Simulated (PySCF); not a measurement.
## NaSi: script and output

The script input.py:

```python
from pyscf import gto, scf

mol = gto.M(
    atom='Na 0 0 0; Si 0 0 2.69',
    basis='6-311++g**',
    charge=0,
    spin=3,
    verbose=3,
)
mf = scf.UHF(mol)
mf = mf.density_fit(auxbasis='def2-universal-jkfit')
mf.kernel()
mf.analyze()
print('orbital energies (hartree):', [e[max(0, n-3):n+3].round(4) for e, n in zip(mf.mo_energy, mol.nelec)])
```

```bash
$ OMP_NUM_THREADS=1 python input.py
```

Output (some set-up lines and the per-cycle HOMO/LUMO lines with their warnings removed):

```
converged SCF energy = -450.730907506435  <S^2> = 3.7526692  2S+1 = 4.0013344
**** MO energy ****
                             alpha | beta                alpha | beta
[3 lines left out]
MO #4   energy= -4.17879659226856  | -4.15531485352533  occ= 1 | 1
MO #5   energy= -4.17879659226839  | -4.15358369858746  occ= 1 | 1
MO #6   energy= -4.17778951128013  | -4.15358369858728  occ= 1 | 1
MO #7   energy= -2.83032002168292  | -2.82616041934432  occ= 1 | 1
MO #8   energy= -1.55744721420307  | -1.55429471654007  occ= 1 | 1
MO #9   energy= -1.55649404539664  | -1.55429471654002  occ= 1 | 1
MO #10  energy= -1.55649404539646  | -1.55381086963029  occ= 1 | 1
MO #11  energy= -0.584493554986921 | -0.381522465488786 occ= 1 | 1
MO #12  energy= -0.255131895925715 | -0.0182505404241038 occ= 1 | 0
MO #13  energy= -0.237310376344273 | 0.0117716910228169 occ= 1 | 0
MO #14  energy= -0.237310376344247 | 0.011771691023019  occ= 1 | 0
MO #15  energy= -0.0176872488463772 | 0.0156943592950369 occ= 0 | 0
MO #16  energy= 0.0126789086913984 | 0.0264890150952171 occ= 0 | 0
MO #17  energy= 0.0126789086914658 | 0.0396841888417024 occ= 0 | 0
[43 lines left out]

To work with the spin densities directly, `use mulliken_meta_spin()` only printing them here.

 ** Mulliken spin pop alpha/beta on meta-lowdin orthogonal AOs **
 ** Mulliken Spin Density (per atom)  **
spin density of  0 Na =      0.19166
spin density of  1 Si =      2.80834
 ** Mulliken pop alpha/beta on meta-lowdin orthogonal AOs **
 ** Mulliken atomic charges   ( Nelec_alpha | Nelec_beta ) **
charge of  0Na =      0.67229  (     5.25968      5.06803 )
charge of  1Si =     -0.67229  (     8.74032      5.93197 )
Dipole moment(X, Y, Z, Debye): -0.00000,  0.00000, -8.47065
orbital energies (hartree): [array([-0.2551, -0.2373, -0.2373, -0.0177,  0.0127,  0.0127]), array([-1.5543, -1.5538, -0.3815, -0.0183,  0.0118,  0.0118])]
```

In short: E(SCF) = -450.730908 Eh, ⟨S²⟩ = 3.753, μz(SCF) = -8.47 D.

It ran on Arm Neoverse V1 (1 thread, shared host) in 1.2 s, peak memory 0.12 GiB.

The bond length is a typed value, not an optimised one. No search for the lowest solution was made.
